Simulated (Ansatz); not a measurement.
B2H4N (`B[N]B`) radical, relaxed with UKS PBE-D4/def2-SVP in Ansatz from a rough embedded geometry. The force threshold is 0.03 eV/Å; the program also tests the step.

Charge 0, multiplicity 2.

Start:

```xyz
7

B     0.352   -0.920   -0.566
N     0.944    0.198    0.189
B    -0.181    1.112    0.554
H     0.978   -1.525   -1.323
H    -0.528   -1.610   -0.078
H    -0.900    0.868    1.488
H    -0.666    1.877   -0.263
```

(1) How much energy does the relaxation release, and in how many steps? (An estimate is asked.)

(2) Which bonds change most? (Best estimate.)

(3) Give the relaxed structure. (An estimate is asked.)

## Answers

(1) Ansatz gave: 134.62 kJ/mol, in 7 steps.

(2) The calculation gave: N2–B3 from 1.494 to 1.368 Å; B1–N2 from 1.473 to 1.368 Å; B1–H4 from 1.154 to 1.227 Å; B3–H6 from 1.204 to 1.228 Å.

(3) Computed: 
```xyz
7

B     0.379   -1.217   -0.498
N     0.021    0.010   -0.009
B    -0.371    1.220    0.494
H     0.972   -1.321   -1.567
H     0.109   -2.239    0.127
H    -1.015    1.280    1.538
H    -0.095    2.267   -0.084
```
